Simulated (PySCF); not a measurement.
**C₄H₄P−: electronic excitations and core binding energies**

Wanted: the electronic excitations and core binding energies of C₄H₄P− (`c1cc[p-]c1`), by calculation.

Programs: PySCF 2.14.0, with density-fitted response routines of our own. Each step states its level of theory. These are calculated values for one molecule in the gas phase, unless marked as measured. Atoms count from 0, in the outputs and in this text.

## (1) Starting geometry

9 atoms, charge -1, multiplicity 1; geometry from: GFN2-xTB.

Bonds of the start (Å): C0–C1 1.40, C1–C2 1.38, C2–P3 1.74, P3–C4 1.74, C4–C0 1.38, C0–H5 1.09, C1–H6 1.09, C2–H7 1.08, C4–H8 1.08.

## (2) Ultraviolet spectrum: B3LYP/def2-SVPD

The job: settings as JSON, then the geometry in Å.

```
{"job": {"kind": "uv", "xc": "B3LYP", "basis": "def2-SVPD", "nstates": 8, "ntriplets": 3}, "charge": -1, "multiplicity": 1}
C     -0.738920    -0.648696    -0.048802
C      0.656276    -0.734998    -0.047850
C      1.260894     0.499995     0.035621
P      0.113170     1.811818     0.115252
C     -1.186940     0.651232     0.034101
H     -1.398523    -1.509910    -0.107437
H      1.205263    -1.670787    -0.106263
H      2.332007     0.662884     0.051686
H     -2.229667     0.944457     0.048512
```

Method: TDDFT B3LYP/def2-SVPD, vertical, gas phase, core orbitals frozen in the response.

Started as:

```bash
OMP_NUM_THREADS=1 python probes_run.py task.json out
```

The driver reads the jobs from task.json and runs them one after another.

What it wrote:

```text
coarse grid: 8448 points
cycle   1  E = -495.8182944684  dE =  7.532e-01  |g| = 5.961e-01  |ddm| = 5.915e+00
cycle   2  E = -495.6237293044  dE =  1.946e-01  |g| = 1.029e+00  |ddm| = 3.378e+00
cycle   3  E = -495.9302343225  dE = -3.065e-01  |g| = 8.900e-02  |ddm| = 1.870e+00
cycle   4  E = -495.9322018390  dE = -1.968e-03  |g| = 5.873e-02  |ddm| = 5.318e-01
cycle   5  E = -495.9333327623  dE = -1.131e-03  |g| = 1.541e-02  |ddm| = 1.915e-01
cycle   6  E = -495.9333905572  dE = -5.779e-05  |g| = 4.628e-03  |ddm| = 3.220e-02
cycle   7  E = -495.9333960391  dE = -5.482e-06  |g| = 3.193e-04  |ddm| = 1.070e-02
final grid: 78248 points
cycle   8  E = -496.0027676263  dE = -2.127e-05  |g| = 3.960e-03  |ddm| = 1.131e-01
cycle   9  E = -496.0027602707  dE =  7.356e-06  |g| = 6.406e-03  |ddm| = 1.592e-02
cycle  10  E = -496.0027718551  dE = -1.158e-05  |g| = 7.518e-04  |ddm| = 1.098e-02
cycle  11  E = -496.0027720693  dE = -2.142e-07  |g| = 1.705e-04  |ddm| = 3.137e-03
cycle  12  E = -496.0027720762  dE = -6.877e-09  |g| = 7.855e-05  |ddm| = 4.812e-04
cycle  13  E = -496.0027720777  dE = -1.550e-09  |g| = 2.039e-05  |ddm| = 1.532e-04
cycle  14  E = -496.0027720779  dE = -1.083e-10  |g| = 5.625e-06  |ddm| = 5.773e-05
converged SCF energy = -496.0027720779

Static polarisability (au): isotropic 82.648, principal 56.946 88.098 102.900

Singlet excitations
state   eV       nm        f      main configurations
  1   4.1729    297.1   0.00034   H->L 0.99
  2   4.3844    282.8   0.00000   H->L+1 0.98
  3   4.7379    261.7   0.00000   H-1->L 0.97
  4   4.8680    254.7   0.00000   H->L+4 0.95
  5   4.8759    254.3   0.04518   H->L+3 0.96
  6   4.9782    249.1   0.02043   H-1->L+1 0.96
  7   5.1673    239.9   0.13085   H->L+2 0.88, H-1->L+6 0.08
  8   5.4567    227.2   0.00000   H-1->L+3 0.99

Triplet excitations (Tamm-Dancoff, eV): 3.7573 4.1240 4.2525
```

It took 9.2 s on 1 thread of Arm Neoverse V1, shared host; peak memory 0.52 GiB.

Frontier orbitals and where they lie:

| orbital | eV | atoms |
| --- | --- | --- |
| HOMO−3 | -3.72 | P3 26 %, C2 24 %, C4 24 % |
| HOMO−2 | -1.84 | P3 68 %, C2 11 %, C4 11 % |
| HOMO−1 | -0.68 | C2 27 %, C4 27 %, C1 16 % |
| HOMO | -0.05 | P3 39 %, C0 16 %, C1 16 % |
| LUMO | 4.99 | C1 20 %, C0 20 %, H6 19 % |
| LUMO+1 | 5.19 | C4 18 %, C2 18 %, H8 15 % |
| LUMO+2 | 5.49 | P3 38 %, C2 18 %, C4 18 % |

With each of the 8 states as a Gaussian band of 0.4 eV half-width at 1/e, the curve within the window shown has maxima at 243 nm (ε 7,200) L/(mol cm). Beyond the last state computed it falls off for lack of states. The curve at chosen wavelengths:

```tsv
nm	ε (L/mol/cm)
215	637
220	1536
225	2947
231	4976
236	6410
241	7170
246	7110
252	6153
257	4959
262	3709
267	2599
273	1572
278	978
283	583
288	336
294	168
299	94
304	54
309	32
315	18
320	12
325	8
330	5
336	3
341	2
346	2
```

Further results of this job:

| property | computed |
| --- | --- |
| polarisability (Å³) | 12.25 |
| HOMO–LUMO gap (eV) | 5.04 |
| −ε(HOMO) (eV) | 0.05 |

## (3) Core holes by ΔSCF: SCAN, X2C

Settings changed since step 2:

```diff
@@ -1,2 +1,2 @@
-{"job": {"kind": "uv", "xc": "B3LYP", "basis": "def2-SVPD", "nstates": 8, "ntriplets": 3}, "charge": -1, "multiplicity": 1}
+{"job": {"kind": "xps"}, "charge": -1, "multiplicity": 1}
 C     -0.738920    -0.648696    -0.048802
```

Level: delta-SCF UKS SCAN, pcX-2 on the ionised atom, pcseg-1 elsewhere, spin-free X2C.

What it wrote:

```text
ground state, core basis on atom 0 (C), 125 functions
  cycle   1  E = -496.75702601  |g| = 6.76e-01
  cycle   2  E = -496.50849926  |g| = 1.16e+00
  cycle   3  E = -496.89207229  |g| = 1.47e-01
  cycle   4  E = -496.89850314  |g| = 8.19e-02
  cycle   5  E = -496.90064169  |g| = 2.59e-02
  cycle   6  E = -496.90080197  |g| = 9.22e-03
  cycle   7  E = -496.90082191  |g| = 2.13e-03
  cycle   8  E = -496.90082329  |g| = 1.84e-03
  cycle   9  E = -496.90082433  |g| = 7.74e-05
  E(ground) = -496.93027456 Eh
hole in C 1s of atom 0
  cycle   1  E = -485.86585105  |g| = 1.52e+00
  cycle   2  E = -484.61461628  |g| = 2.11e+00
  cycle   3  E = -486.18117546  |g| = 6.57e-01
  cycle   4  E = -486.27260576  |g| = 5.29e-01
  cycle   5  E = -486.44972784  |g| = 1.12e-01
  cycle   6  E = -486.45243405  |g| = 8.25e-02
  cycle   7  E = -486.45655079  |g| = 1.39e-02
  cycle   8  E = -486.45665066  |g| = 5.39e-03
  cycle   9  E = -486.45667270  |g| = 2.49e-03
  cycle  10  E = -486.45667840  |g| = 1.87e-03
  cycle  11  E = -486.45668302  |g| = 8.49e-04
  cycle  12  E = -486.45668310  |g| = 2.73e-04
  E(ion) = -486.48568508 Eh   <S^2> = 0.7750   hole on atom = 1.000   binding energy = 284.212 eV
ground state, core basis on atom 2 (C), 125 functions
  cycle   1  E = -496.90100656  |g| = 6.14e-02
  cycle   2  E = -496.90045174  |g| = 5.19e-02
  cycle   3  E = -496.90072369  |g| = 4.00e-02
  cycle   4  E = -496.90116067  |g| = 1.15e-02
  cycle   5  E = -496.90120109  |g| = 1.25e-03
  cycle   6  E = -496.90120247  |g| = 3.82e-04
  E(ground) = -496.93004311 Eh
hole in C 1s of atom 2
  cycle   1  E = -485.86929047  |g| = 1.52e+00
  cycle   2  E = -484.67423753  |g| = 2.10e+00
  cycle   3  E = -486.29025126  |g| = 5.62e-01
  cycle   4  E = -486.32367204  |g| = 4.79e-01
  cycle   5  E = -486.46354711  |g| = 1.04e-01
  cycle   6  E = -486.46717557  |g| = 5.22e-02
  cycle   7  E = -486.46878984  |g| = 2.48e-02
  cycle   8  E = -486.46918473  |g| = 6.58e-03
  cycle   9  E = -486.46921211  |g| = 2.85e-03
  cycle  10  E = -486.46922271  |g| = 1.90e-03
  cycle  11  E = -486.46922930  |g| = 1.07e-03
  cycle  12  E = -486.46923520  |g| = 7.24e-04
  cycle  13  E = -486.46923819  |g| = 4.83e-04
  E(ion) = -486.49810309 Eh   <S^2> = 0.7798   hole on atom = 1.000   binding energy = 283.868 eV
ground state, core basis on atom 3 (P), 136 functions
  cycle   1  E = -497.01479694  |g| = 3.41e-01
  cycle   2  E = -497.01306925  |g| = 8.44e-02
  cycle   3  E = -497.00646298  |g| = 1.67e-01
  cycle   4  E = -497.01535967  |g| = 1.64e-02
  cycle   5  E = -497.01541550  |g| = 6.62e-03
  cycle   6  E = -497.01542989  |g| = 1.18e-03
  cycle   7  E = -497.01542973  |g| = 5.59e-04
  cycle   8  E = -497.01542977  |g| = 2.19e-04
  E(ground) = -497.01346041 Eh
hole in P 1s of atom 3
  cycle   1  E = -417.10362264  |g| = 4.72e+00
  cycle   2  E = -416.92713605  |g| = 2.34e+00
  cycle   3  E = -416.59078989  |g| = 1.54e+00
  cycle   4  E = -418.06744383  |g| = 5.53e-01
  cycle   5  E = -418.23112138  |g| = 2.68e-01
  cycle   6  E = -418.26240852  |g| = 1.00e-01
  cycle   7  E = -418.26692094  |g| = 4.21e-02
  cycle   8  E = -418.26785414  |g| = 4.23e-03
  cycle   9  E = -418.26786261  |g| = 1.40e-03
  cycle  10  E = -418.26786080  |g| = 1.55e-03
  cycle  11  E = -418.26786410  |g| = 1.32e-04
  E(ion) = -418.26682147 Eh   <S^2> = 0.7519   hole on atom = 1.000   binding energy = 2142.805 eV
hole in P 2p of atom 3
  cycle   1  E = -491.83760116  |g| = 1.39e+00
  cycle   2  E = -491.38748624  |g| = 1.44e+00
  cycle   3  E = -491.94791060  |g| = 6.60e-01
  cycle   4  E = -492.21335557  |g| = 2.11e-01
  cycle   5  E = -492.23574323  |g| = 7.59e-02
  cycle   6  E = -492.23853512  |g| = 2.73e-02
  cycle   7  E = -492.23884759  |g| = 1.40e-02
  cycle   8  E = -492.23895010  |g| = 1.20e-03
  cycle   9  E = -492.23895112  |g| = 7.08e-04
  cycle  10  E = -492.23895203  |g| = 9.27e-04
  cycle  11  E = -492.23895315  |g| = 2.01e-04
  E(ion) = -492.24884255 Eh   <S^2> = 0.7538   hole on atom = 1.002   binding energy = 129.652 eV
  2p3/2 = 129.308 eV   2p1/2 = 130.196 eV
```

It took 19 s on 1 thread of Arm Neoverse V1, shared host; peak memory 0.48 GiB.

The holes in one table. −ε is the ground-state orbital energy:

| hole | stands for | environment | ΔSCF (eV; 2p as the shell's mean) | −ε (eV) | ⟨S²⟩ |
| --- | --- | --- | --- | --- | --- |
| C1s on C0 | C0, C1 | aromatic CH | 284.21 | 267.9 | 0.775 |
| C1s on C2 | C2, C4 | aromatic CH | 283.87 | 267.8 | 0.780 |
| P1s on P3 | P3 | phosphorus bonded to 2 C, in a 5-membered ring | 2142.81 | 2086.0 | 0.752 |
| P2p on P3 | P3 | phosphorus bonded to 2 C, in a 5-membered ring | 129.60 | 119.0 | 0.754 |

Each hole run stands for the others of its class of like atoms.

With the spin-orbit splitting: P3 2p3/2 129.31, 2p1/2 130.20 eV. The table gives each 2p level as the mean over the whole 2p shell (two parts 2p3/2, one part 2p1/2), which differs a little from the single hole in the log.

## (4) What came out

| quantity | value |
| --- | --- |
| lowest singlet (B3LYP/def2-SVPD) | 4.17 eV (297 nm), f = 0.000 |
| brightest single state of those computed | state 7, 5.17 eV, f = 0.131 |
| lowest triplet | 3.76 eV |
| C1s binding energies, SCAN/pcX-2 | C0 284.21, C2 283.87 eV |
| P1s binding energies, SCAN/pcX-2 | P3 2142.81 eV |
| P2p binding energies, SCAN/pcX-2 | P3 129.60 eV |

What this shows: The lowest singlet, at 4.17 eV, is HOMO→LUMO 0.99 and is dark; of the 8 states computed, the strongest absorption comes from state 7 at 5.17 eV. The lowest triplet lies 0.42 eV below the lowest singlet (triplets in Tamm-Dancoff, singlets in full TDDFT). The lowest singlet lies above −ε(HOMO); no detachment energy was computed, so the anion's states may not be bound. C0 (aromatic CH) binds its C1s electron 0.34 eV more tightly than C2 (aromatic CH).
